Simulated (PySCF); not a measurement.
## Calculated NMR parameters of CCCCl

| Item | Value |
| --- | --- |
| Formula | C3H7Cl |
| SMILES | CCCCl |
| Point group of the computed structure | Cs |
| Degrees of unsaturation | 0 |
| Carbon signals | 3 |
| Proton signals | 3 |

Numbering as in the mapped SMILES `[CH3:1][CH2:2][CH2:3][Cl:4]` (H(Xn): hydrogen on atom n).

[PySCF: PBE0/pcSseg-1 with gauge-including orbitals; GFN2-xTB structure; isolated molecule; relativity neglected; one computed conformer; equivalent nuclei averaged]

Chemical shifts δ = σref − σ; 1H and 13C against TMS, all at this level.

| carbon | δC, type | δH (multiplicity) | HMBC from (2–3 bonds) | span of the C tensor (ppm) |
| --- | --- | --- | --- | --- |
| C1 | 14.2, CH3 | 0.98 (t) | H(C3), H(C2) | 25 |
| C2 | 32.2, CH2 | 1.74 (m) | H(C3), H(C1) | 38 |
| C3 | 51.9, CH2 | 3.38 (t) | H(C2), H(C1) | 65 |

Carbon types of the structure: 2 × CH2, 1 × CH3, which accounts for all hydrogens. δC 51.9: sp3 CH2 bonded to Cl; deshielded by the electronegative neighbour. δC 32.2: sp3 CH2; saturated and bonded to C and H only. δC 14.2: methyl carbon; saturated and bonded to C and H only. δH 3.38: hydrogen on an sp3 CH2 bonded to Cl; its carbon carries Cl, which withdraws density. δH 0.98: hydrogen on a methyl carbon; far from electronegative atoms and π systems.

Carbons that carry Cl, above all several Cl atoms, come out too deshielded, partly because spin–orbit coupling is missing. Shifts are as computed. Against solution values, carbons near 30 ppm lie about +3 ppm off and those near 130 ppm about +5 ppm. Of 246 compounds with measured shifts, 49 miss one by over three times the rms of a fit or turn the order of signals round; such compounds aren't used in these exercises. No couplings were computed; multiplicities are counted from neighbouring protons, with m where these are inequivalent, close in shift, in a saturated or five-membered ring or joined by F or P, and br s for small geminal =CH2 splittings.
